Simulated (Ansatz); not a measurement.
# doublet CH5N(+): levels of theory in one basis

```yaml
atoms:
  - { symbol: H, position_ang: [1.3109, 0.9596, 0.0625] }
  - { symbol: C, position_ang: [0.8266, 0.0000, -0.0278] }
  - { symbol: N, position_ang: [-0.6433, 0.0000, 0.0020] }
  - { symbol: H, position_ang: [1.3107, -0.9597, 0.0625] }
  - { symbol: H, position_ang: [-1.0179, -0.0040, 0.9640] }
  - { symbol: H, position_ang: [-1.0300, 0.8296, -0.4645] }
  - { symbol: H, position_ang: [-1.0302, -0.8257, -0.4714] }
```

Basis set: cc-pVTZ (spherical functions). Correlated methods keep 2 orbitals frozen. Correlation on ROHF uses semicanonical orbitals with singles. Charge 1, multiplicity 2.

Computed with Ansatz (development build ahead of 0.2.0); each method stands on the lowest determinant of its kind that the runs found.

```
  method  E − E(ROHF) (eV)  <S²> of the determinant
    ROHF              0.00                     0.75
     UHF             -0.14                     0.76
ROHF-MP2             -9.89                        –
 UHF-MP2             -9.88                     0.76
```

(1) Is a single determinant a sound starting point here?

Results:

(1) By this sign, yes. Unrestricted orbitals gain 0.14 eV and <S²> is 0.76 against 0.75 for a pure state.
